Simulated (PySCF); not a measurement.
hydrogen isocyanide cation (CHN), SMILES [C-]#[NH+] (connectivity only; charge and spin as stated), charge +1, multiplicity 2. Atoms are numbered in the order given.

```xyz
3

C      0.0000     0.0000     0.7257
N      0.0000     0.0000    -0.4157
H      0.0000     0.0000    -1.4442
```
Charge +1, spin multiplicity 2.

The structure is a stationary point at PBE-D3(BJ)/def2-TZVPD. The multiplicity is an assumed one; other spin states were not compared.

Method: PySCF with M06-2X/def2-TZVPD.

Mulliken values depend strongly on the basis, most of all with diffuse functions as here. Atomic charges (e):

| atom | meta-Löwdin | Mulliken | Mulliken spin |
|---|---|---|---|
| C1 | ? | 0.48 | 1.21 |
| N2 | ? | 0.06 | -0.23 |
| H3 | ? | 0.46 | 0.02 |

### Question
Complete the blanks. (Estimate from the structure and the level; the computed values follow.)

### Answer

- C1, meta-Löwdin: 0.59
- N2, meta-Löwdin: 0.01
- H3, meta-Löwdin: 0.40
